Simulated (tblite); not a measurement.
C2H3FP2.
SMILES with atom numbers: `[F:1][C:2]1=[CH:3][P:4]1[PH2:5]` (hydrogens: H6 on C3; H7, H8 on P5)

Geometry (GFN2-xTB, Å), atoms numbered from 1 in this order:
```
atom  x, y, z in Å
F1    -1.948    1.751   -0.221
C2    -1.307    0.617   -0.040
C3    -1.372   -0.667   -0.254
P4     0.157   -0.187    0.703
P5     1.637    0.054   -0.891
H6    -1.939   -1.464   -0.677
H7     2.398    0.941   -0.131
H8     2.383   -1.036   -0.443
```

Calculated harmonic vibrations of the isolated species, GFN2-xTB (tblite), most abundant isotopes, no scaling. Errors from tens to a few hundred cm⁻¹ against measured bands are possible. Modes of hydrogen on phosphorus can be 10 to 20 % off. One conformer, not necessarily the lowest.

Harmonic wavenumbers (cm⁻¹): 74.5, 125.6, 213.1, 307.6, 378.4, 473.1, 593.1, 643.4, 683.2, 711.8, 759.6, 877.2, 1061.6, 1128.3, 1810.2, 2243.6, 2309.0, 3172.5.

A = 6007, B = 1931, C = 1716 MHz; mass 107.969 u (most abundant isotopes); point group C1, symmetry number 1.

What is the zero-point energy?

Half the sum of the wavenumbers: 8783 cm⁻¹ = 105.07 kJ/mol.

Entropy at 200 K, 1 bar (ideal gas, RRHO, classical rotation)?

Translation 158.95, rotation 108.75, vibration 37.35: S = 305.0 J/(mol K).

And Cp and H(200 K) − H(0)?

Cp = 78.53 J/(mol K), of which vibrations give 45.27 (their classical limit is 18 R = 149.7); H(200 K) − H(0) = 10.96 kJ/mol without the zero-point energy, 4.30 from vibrations.

What must be added to the electronic energy to get the Gibbs energy at 200 K and 1 bar?

ZPE + [H(200 K) − H(0)] − T·S = 105.07 + 10.96 − 61.01 = 55.02 kJ/mol.

Which modes carry the vibrational entropy at 200 K?

74.5 cm⁻¹: 13.60; 125.6 cm⁻¹: 9.43; 213.1 cm⁻¹: 5.53; 307.6 cm⁻¹: 3.22; 378.4 cm⁻¹: 2.16; 473.1 cm⁻¹: 1.25 J/(mol K); the other 12 give 2.15 together.

Blend soft modes into free rotors: weight 1/[1 + (100 cm⁻¹/ν̃)⁴] for the oscillator and the rest for a rotor with moment μB/(μ + B), μ = h/(8π²ν), B = 10⁻⁴⁴ kg m². What vibrational entropy results?

35.85 J/(mol K) in place of 37.35, which changes −T·S at 200 K by +0.30 kJ/mol.

Hindered rotation and anharmonicity are outside this model. Other conformers, if any are populated, would add a mixing term that is left out. The structure is chiral; the term R ln 2 for an equal mix with its mirror image is left out.
